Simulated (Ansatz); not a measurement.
This script drives Ansatz's Python interface.

The script, `states_ch3clmg.py`:
```python
"""Restricted and unrestricted solutions of CH3ClMg, stretched and not."""

import ansatz as az
import numpy as np

BASIS = "def2-SVP"
XC = "b3lyp"
DISPERSION = "d3bj"

GEOMETRY = """
C    -0.58300    0.48690   -0.42980
Mg    0.81300   -0.72000    0.57480
Cl    2.37180   -2.08490    1.67710
H    -1.41240   -0.08030   -0.77970
H    -0.15230    1.00160   -1.34000
H    -0.99510    1.33280    0.25140
"""

system = az.Crystal.molecule()
for line in GEOMETRY.strip().splitlines():
    symbol, *xyz = line.split()
    system = system.atom(symbol, [float(v) for v in xyz])
symbols = [site.symbol for site in system.cartesian_sites]

start = np.array([site.position_ang for site in system.cartesian_sites])
for factor in [1.0, 1.25, 1.6]:
    xyz = (start - start.mean(axis=0)) * factor
    scaled = az.Crystal.molecule()
    for symbol, place in zip(symbols, xyz):
        scaled = scaled.atom(symbol, place.tolist())
    model = (
        scaled.calculation()
        .basis(gaussian=BASIS)
        .functional(XC, dispersion=DISPERSION)
        .spin("collinear")
    )
    for search in ("off", "standard"):
        try:
            data = model.scf(lower_state_search=search).run(threads=1).report
        except az.AnsatzError as error:
            print(f"x{factor} search {search}: {type(error).__name__}")
            continue
        state = data["mean_field"]["state"]
        print(f"all distances x{factor}, search {search:8s} E = {data['free_energy_ev']:.5f} eV  <S^2> = {abs(state['spin_squared']):.3f}  other states met: {len(data['mean_field']['others'])}")
```

It is started by `python states_ch3clmg.py`. How long does it take on 1 thread of Arm Neoverse V2, on a shared host, and how much memory does it need?

It took about 20 s, with a peak of 0.23 GiB, for 6 runs of the engine.

`python states_ch3clmg.py` gives:
```text
all distances x1.0, search off      E = -19049.44108 eV  <S^2> = 0.000  other states met: 0
all distances x1.0, search standard E = -19049.44108 eV  <S^2> = 0.000  other states met: 0
all distances x1.25, search off      E = -19044.77323 eV  <S^2> = 0.000  other states met: 0
all distances x1.25, search standard E = -19044.77323 eV  <S^2> = 0.000  other states met: 1
all distances x1.6, search off      E = -19036.47360 eV  <S^2> = 0.000  other states met: 0
all distances x1.6, search standard E = -19036.70232 eV  <S^2> = 0.717  other states met: 12
```

Total energies depend on the basis set; only differences at equal settings carry meaning. The count of other states can hold repeated and symmetry-equivalent ends of the search; scaling all distances is a test, and for more than two atoms no physical path. The geometry comes from a force field and isn't relaxed at this level. The expectation value of S² is noticeably off S(S+1) in at least one run, so that state is spin-contaminated. b3lyp holds the VWN-RPA fit, as in Gaussian; the form of ORCA and Turbomole is b3lyp5.

(Lines on the test bed's own set-up are left out of the output.)
